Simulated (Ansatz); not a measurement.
A made-up structure of CH$_{5}$OS (charge +1), closed shell:

```json
{"atom": "C1", "x (Å)": "-0.7370", "y (Å)": "0.8527", "z (Å)": "-0.4197"}
{"atom": "S2", "x (Å)": "0.9520", "y (Å)": "-1.1251", "z (Å)": "0.3216"}
{"atom": "O3", "x (Å)": "-0.0532", "y (Å)": "0.1779", "z (Å)": "1.0569"}
{"atom": "H4", "x (Å)": "-1.3934", "y (Å)": "0.1565", "z (Å)": "-0.9394"}
{"atom": "H5", "x (Å)": "0.0126", "y (Å)": "1.3102", "z (Å)": "-1.0634"}
{"atom": "H6", "x (Å)": "-1.3601", "y (Å)": "1.6578", "z (Å)": "0.0046"}
{"atom": "H7", "x (Å)": "0.5593", "y (Å)": "-2.3786", "z (Å)": "0.6740"}
{"atom": "H8", "x (Å)": "2.2869", "y (Å)": "-0.9602", "z (Å)": "0.5222"}
```

It is relaxed with PBE-D4/def2-SVP and then PBE0-D4/def2-TZVP (Ansatz 0.2.0). Atoms count as bonded within 1.22 times the sum of their covalent radii (H–H: 0.88 Å). The end point is not checked to be a true minimum.

(1) Does its bonding change? (A judgement: the text doesn't fix the answer.)

Results:

(1) By the calculation: Yes. Formed: C1–O3; broken: none.

Where it ends: The first stage lowers the energy by 1.71 eV in 6 steps. It ends as CH₅OS ([CH3][O][SH2]), total charge +1:
```json
{"atom": "C1", "x (Å)": "-0.7060", "y (Å)": "0.8195", "z (Å)": "-0.3770"}
{"atom": "S2", "x (Å)": "0.9329", "y (Å)": "-1.1308", "z (Å)": "0.0509"}
{"atom": "O3", "x (Å)": "0.0319", "y (Å)": "0.0279", "z (Å)": "0.6208"}
{"atom": "H4", "x (Å)": "-1.3981", "y (Å)": "0.1770", "z (Å)": "-0.9190"}
{"atom": "H5", "x (Å)": "-0.0045", "y (Å)": "1.3209", "z (Å)": "-1.0420"}
{"atom": "H6", "x (Å)": "-1.2446", "y (Å)": "1.5412", "z (Å)": "0.2309"}
{"atom": "H7", "x (Å)": "0.5658", "y (Å)": "-2.1577", "z (Å)": "0.8631"}
{"atom": "H8", "x (Å)": "2.0899", "y (Å)": "-0.9067", "z (Å)": "0.7291"}
```

Labels in which every atom is bracketed show which atoms are joined, not bond orders.

For scale, one of the runs: PBE0-D4/def2-TZVP relaxation, 129 basis functions, launched by `ansatz run in.yaml --threads 2 --pin off --events-out ev --progress --plain --max-ram 4352MiB`. The run took about 15 s on 2 CPU threads of an Arm Neoverse V1 (shared host).
